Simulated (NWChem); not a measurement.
A calculation on CN

```xyz
2

C      0.0000     0.0000     0.6367
N      0.0000     0.0000    -0.5458
```
Charge 0, spin multiplicity 2.

Everything below was run with NWChem. Structure: optimised with UPBE/def2-SVP, a minimum by its harmonic frequencies.

The structure started from a generated list of species. The unpaired electrons of the parent sit in orbitals of symmetry a1 (C2v labels of the run); other states weren't searched. No SCF solution was tested for a lower state.

Worked example. At PBE0/def2-TZVP the molecule has a total energy of -92.63271 Ha and the free atoms (multiplicities C 3, N 4) C -37.80537, N -54.54382 Ha. The electronic atomisation energy is the atoms' sum less the molecule's energy.

1·(-37.80537) + 1·(-54.54382) = -92.34919 Ha for the atoms; less the molecule's energy this leaves 0.28352 Ha, or 177.9 kcal/mol (744 kJ/mol), without zero-point, thermal or spin-orbit terms.
